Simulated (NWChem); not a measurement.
System: LiF; SMILES [Li][F]

Output (shortened):

```
             Northwest Computational Chemistry Package (NWChem) 7.3.0
             --------------------------------------------------------

 ORDER OF PRIMARY AXIS IS BEING SET TO 4
 C4V symmetry detected

                             Geometry "geometry" -> ""
                             -------------------------

 Output coordinates in angstroms (scale by  1.889725989 to convert to a.u.)

  No.       Tag          Charge          X              Y              Z
 ---- ---------------- ---------- -------------- -------------- --------------
    1 Li                   3.0000     0.00000000     0.00000000    -1.14919350
    2 F                    9.0000     0.00000000     0.00000000     0.38306450

 Effective nuclear repulsion energy (a.u.)       9.3246605487

      Symmetry information
      --------------------

 Group name             C4v
 Group number             18
 Group order               8
 No. of unique centers     2

                                 NWChem DFT Module
                                 -----------------

 Summary of "ao basis" -> "ao basis" (spherical)
 ------------------------------------------------------------------------------
       Tag                 Description            Shells   Functions and Types
 ---------------- ------------------------------  ------  ---------------------
 Li                          6-31g*                  6       14   3s2p1d
 F                           6-31g*                  6       14   3s2p1d

      Symmetry analysis of basis
      --------------------------

        a1         12
        a2          0
        b1          2
        b2          2
        e          12

            General Information
            -------------------
          SCF calculation type: DFT
          Wavefunction type:  closed shell.
          No. of atoms     :     2
          No. of electrons :    12
           Alpha electrons :     6
            Beta electrons :     6
          Charge           :     0
          Spin multiplicity:     1
          Use of symmetry is: on ; symmetry adaption is: on
          Maximum number of iterations: 150
          AO basis - number of functions:    28
                     number of shells:    12
          Convergence on energy requested:  1.00D-06
          Convergence on density requested:  1.00D-05
          Convergence on gradient requested:  5.00D-04

              XC Information
              --------------
                  TPSS metaGGA Exchange Functional  1.000
             TPSS03 metaGGA Correlation Functional  1.000

             Grid Information
             ----------------
          Grid used for XC integration:  xfine
          Radial quadrature: Mura-Knowles
          Angular quadrature: Lebedev.
          Tag              B.-S. Rad. Rad. Pts. Rad. Cut. Ang. Pts.
          ---              ---------- --------- --------- ---------
          Li                  1.45      100          10.0      1454
          F                   0.50      100           7.0      1454
          Grid pruning is: on
          Number of quadrature shells:   200
          Spatial weights used:  Erf1

      Superposition of Atomic Density Guess
      -------------------------------------

 Sum of atomic energies:        -106.80356697

      Non-variational initial energy
      ------------------------------

 Total energy =    -106.534407
 1-e energy   =    -166.996706
 2-e energy   =      51.137639
 HOMO         =      -0.654913
 LUMO         =      -0.051235

      Symmetry analysis of molecular orbitals - initial
      -------------------------------------------------

 !! scf_movecs_sym_adapt:    4 vectors were symmetry contaminated

  Symmetry fudging

 !! scf_movecs_sym_adapt:    2 vectors were symmetry contaminated

  Numbering of irreducible representations:

     1 a1          2 a2          3 b1          4 b2          5 e

  Orbital symmetries:

     1 a1          2 a1          3 a1          4 a1          5 e
     6 e           7 a1          8 e           9 e          10 a1
    11 a1         12 e          13 e          14 a1         15 b1
    16 b2

   convergence    iter        energy       DeltaE   RMS-Dens  Diis-err
 ---------------- ----- ----------------- --------- --------- ---------
 d= 0,ls=0.0,diis     1   -107.3258853674 -1.17D+02  8.74D-02  7.71D-01
 d= 0,ls=0.0,diis     2   -103.2712854681  4.05D+00  8.10D-02  2.99D+01
 d= 0,ls=0.0,diis     3   -107.4128786443 -4.14D+00  3.37D-03  4.26D-02
 d= 0,ls=0.0,diis     4   -107.4153373613 -2.46D-03  1.31D-03  5.65D-03
 d= 0,ls=0.0,diis     5   -107.4158866752 -5.49D-04  9.53D-05  3.44D-05
  Resetting Diis
 d= 0,ls=0.0,diis     6   -107.4158897372 -3.06D-06  9.92D-06  2.85D-07
 d= 0,ls=0.0,diis     7   -107.4158897651 -2.79D-08  2.58D-06  2.62D-09

         Total DFT energy =     -107.415889765098
      One electron energy =     -169.559984070637
           Coulomb energy =       65.273116477371
    Exchange-Corr. energy =      -12.453682720508
 Nuclear repulsion energy =        9.324660548675

 Numeric. integr. density =       11.999999438926

                  Occupations of the irreducible representations
                  ----------------------------------------------

                     irrep           alpha         beta
                     --------     --------     --------
                     a1                4.0          4.0
                     a2                0.0          0.0
                     b1                0.0          0.0
                     b2                0.0          0.0
                     e                 2.0          2.0

                       DFT Final Molecular Orbital Analysis
                       ------------------------------------

 Vector    4  Occ=2.000000D+00  E=-2.209564D-01  Symmetry=a1
              MO Center= -6.2D-17,  3.0D-16,  3.8D-01, r^2= 6.0D-01
   Bfn.  Coefficient  Atom+Function         Bfn.  Coefficient  Atom+Function
  ----- ------------  ---------------      ----- ------------  ---------------
    19      0.632137  2 F  pz                23      0.479985  2 F  pz
     5     -0.165291  1 Li pz                 9      0.156243  1 Li pz
     2     -0.154755  1 Li s                  1      0.117215  1 Li s
     6      0.093696  1 Li s                 20      0.060571  2 F  s
    16      0.045193  2 F  s                 12      0.025281  1 Li d  0

 Vector    5  Occ=2.000000D+00  E=-2.109261D-01  Symmetry=e
              MO Center=  1.6D-16, -1.3D-15,  3.0D-01, r^2= 6.8D-01
   Bfn.  Coefficient  Atom+Function         Bfn.  Coefficient  Atom+Function
  ----- ------------  ---------------      ----- ------------  ---------------
    17      0.622691  2 F  px                21      0.438276  2 F  px
     3      0.196036  1 Li px                18      0.060055  2 F  py
    13     -0.052967  1 Li d  1              22      0.042269  2 F  py

 Vector    6  Occ=2.000000D+00  E=-2.109261D-01  Symmetry=e
              MO Center= -1.6D-16,  2.3D-16,  3.0D-01, r^2= 6.8D-01
   Bfn.  Coefficient  Atom+Function         Bfn.  Coefficient  Atom+Function
  ----- ------------  ---------------      ----- ------------  ---------------
    18      0.622691  2 F  py                22      0.438276  2 F  py
     4      0.196036  1 Li py                17     -0.060055  2 F  px
    11      0.052967  1 Li d -1              21     -0.042269  2 F  px

 Vector    7  Occ=0.000000D+00  E=-5.411749D-02  Symmetry=a1
              MO Center= -5.7D-16,  2.6D-15, -2.2D+00, r^2= 4.6D+00
   Bfn.  Coefficient  Atom+Function         Bfn.  Coefficient  Atom+Function
  ----- ------------  ---------------      ----- ------------  ---------------
     6      0.804881  1 Li s                  5     -0.251423  1 Li pz
     9     -0.190045  1 Li pz                 1     -0.163766  1 Li s
     2      0.137554  1 Li s                 20     -0.079158  2 F  s
    23      0.056335  2 F  pz                19      0.041538  2 F  pz
    16     -0.026943  2 F  s

 Vector    8  Occ=0.000000D+00  E= 2.095365D-02  Symmetry=e
              MO Center=  7.4D-15,  7.8D-16, -1.2D+00, r^2= 8.8D+00
   Bfn.  Coefficient  Atom+Function         Bfn.  Coefficient  Atom+Function
  ----- ------------  ---------------      ----- ------------  ---------------
     7      0.874090  1 Li px                17     -0.162367  2 F  px
     3      0.137191  1 Li px                21     -0.131696  2 F  px
     8      0.100605  1 Li py                13      0.057241  1 Li d  1

 Vector    9  Occ=0.000000D+00  E= 2.095365D-02  Symmetry=e
              MO Center=  2.7D-17, -2.8D-15, -1.2D+00, r^2= 8.8D+00
   Bfn.  Coefficient  Atom+Function         Bfn.  Coefficient  Atom+Function
  ----- ------------  ---------------      ----- ------------  ---------------
     8      0.874090  1 Li py                18     -0.162367  2 F  py
     4      0.137191  1 Li py                22     -0.131696  2 F  py
     7     -0.100605  1 Li px                11     -0.057241  1 Li d -1

     Multipole analysis of the density
     ---------------------------------

     L   x y z        total         alpha         beta         nuclear
     -   - - -        -----         -----         ----         -------
     0   0 0 0     -0.000000     -6.000000     -6.000000     12.000000

     1   1 0 0     -0.000000     -0.000000     -0.000000      0.000000
     1   0 1 0     -0.000000     -0.000000     -0.000000      0.000000
     1   0 0 1     -2.138905     -1.069453     -1.069453      0.000000

     2   2 0 0     -5.702565     -2.851283     -2.851283      0.000000
     2   1 1 0      0.000000      0.000000      0.000000      0.000000
     2   1 0 1      0.000000      0.000000      0.000000      0.000000
     2   0 2 0     -5.702565     -2.851283     -2.851283      0.000000
     2   0 1 1      0.000000      0.000000      0.000000      0.000000
     2   0 0 2     -1.162248    -10.013345    -10.013345     18.864443

            General Information
            -------------------
          SCF calculation type: DFT
          Wavefunction type:  closed shell.
          No. of atoms     :     2
          No. of electrons :    12
           Alpha electrons :     6
            Beta electrons :     6
          Charge           :     0
          Spin multiplicity:     1
          Use of symmetry is: on ; symmetry adaption is: on
          Maximum number of iterations: 150
          AO basis - number of functions:    28
                     number of shells:    12
          Convergence on energy requested:  1.00D-06
          Convergence on density requested:  1.00D-05
          Convergence on gradient requested:  5.00D-04

              XC Information
              --------------
                  TPSS metaGGA Exchange Functional  1.000
             TPSS03 metaGGA Correlation Functional  1.000

             Grid Information
             ----------------
          Grid used for XC integration:  xfine
          Radial quadrature: Mura-Knowles
          Angular quadrature: Lebedev.
          Tag              B.-S. Rad. Rad. Pts. Rad. Cut. Ang. Pts.
          ---              ---------- --------- --------- ---------
          Li                  1.45      100          10.0      1454
          F                   0.50      100           7.0      1454
          Grid pruning is: on
          Number of quadrature shells:   200
          Spatial weights used:  Erf1

          Convergence Information
          -----------------------
          Convergence aids based upon iterative change in
          total energy or number of iterations.
          Levelshifting, if invoked, occurs when the
          HOMO/LUMO gap drops below (HL_TOL):  1.00D-02
          DIIS, if invoked, will attempt to extrapolate
          using up to (NFOCK): 10 stored Fock matrices.

                    Damping( 0%)  Levelshifting(0.5)       DIIS
                  --------------- ------------------- ---------------
          dE  on:    start            ASAP                start
          dE off:    2 iters        150 iters           150 iters

                            NWChem DFT Gradient Module
                            --------------------------

  charge          =   0.00
  wavefunction    = closed shell

  Using symmetry

                         DFT ENERGY GRADIENTS

    atom               coordinates                        gradient
                 x          y          z           x          y          z
   1 Li      0.000000   0.000000  -2.171661    0.000000   0.000000   0.011223
   2 F       0.000000   0.000000   0.723887    0.000000   0.000000  -0.011223
```

Level: TPSS/6-31G* (spherical d). Structure relaxed at the PBE0/def2-SVP level.

**Question.** Write an input that gives this output.

**Answer.** This is not unique; one that fits is the input that was run:
```
start job
memory heap 200 mb stack 900 mb global 1100 mb
geometry units angstroms noautoz
  Li     0.000000     0.000000    -1.146273
  F      0.000000     0.000000     0.385985
end
basis spherical
  * library 6-31g*
end
dft
  xc xtpss03 ctpss03
  iterations 150
  grid xfine
end
task dft gradient
```
